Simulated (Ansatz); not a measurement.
## hcp Tc

All values below come from PBE-D3(BJ) (PAW; Ansatz, a program for electronic structure).

Settings: plane-wave cutoff 520 eV, 24×24×12 k mesh (along the axes of the cell as run), Fermi–Dirac smearing 0.05 eV, no spin polarisation, scalar-relativistic PAW data made under PBE.

Cell (relaxed at this level):

```
CELL_PARAMETERS angstrom
      1.36470    -2.36374     0.00000
      1.36470     2.36374     0.00000
      0.00000     0.00000     4.36911
ATOMIC_POSITIONS crystal
  Tc 0.33333 0.66667 0.25000
  Tc 0.66667 0.33333 0.75000
```

* **bulk modulus B0**: 318 GPa
* **band gap**: zero (no gap)
* **pressure derivative B′ of the bulk modulus**: 4.5

Measured, for comparison: bulk modulus 303 GPa (zero-point energy and finite temperature contributions removed; as tabulated in doi:10.1021/acs.jctc.3c00612). Computed (rounded) less measured: bulk modulus +5 %.

Note: the bulk modulus comes from volumes at which shape and atoms were relaxed.

Spin–orbit coupling is not included.

The computed numbers hold no vibrational or temperature effects.

Computing time: very roughly 8 core-minutes.
